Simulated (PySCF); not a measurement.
HOCl, optimised at PBE0/def2-TZVP:

```xyz
3

O      0.0183     0.0218     0.0901
Cl     0.6447     0.2834    -1.4431
H     -0.5261    -0.7676    -0.0211
```

Computed with PySCF (xtb for GFN2) and rigid-rotor harmonic-oscillator thermochemistry at 1 bar. 6-31G* has spherical d functions here. All species are closed-shell singlets. B3LYP is the form with VWN-RPA correlation.

**Question.** List the harmonic frequencies (cm⁻¹, unscaled) at this level and at the other levels, each on its own geometry.

**Answer.** 
- PBE0/def2-TZVP: 786, 1272, 3817
- B3LYP/6-31G*: 723, 1296, 3692
- GFN2-xTB: 758, 1132, 3527
- HF/6-31G*: 849, 1422, 4062
- PBE/def2-SVP: 700, 1211, 3643
